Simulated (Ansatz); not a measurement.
System: bcc Mo. Method: r²SCAN (Ansatz, a program for electronic structure, PAW).

A relaxed, unreconstructed slab of the (100) face has 8 atoms, two equal faces of 9.929 Å² each and an energy of -39736.4806 eV. A bulk cell of 2 atoms with the same orientation and in-plane k mesh has -9935.1948 eV. Energies are extrapolated to zero smearing.

Numerical settings: plane-wave cutoff 500 eV, 18×18×1 k mesh (along the axes of the cell as run), Fermi–Dirac smearing 0.1 eV, scalar-relativistic PAW data made under PBE.

Worked out: γ = (E_slab − N E_bulk per atom)/2A = [-39736.4806 − 8 × (-9935.1948/2)]/(2 × 9.929) = 0.2165 eV/Å². With 16.022 J/m² per eV/Å² this is 3.47 J/m², or 2.15 eV per surface cell and face.
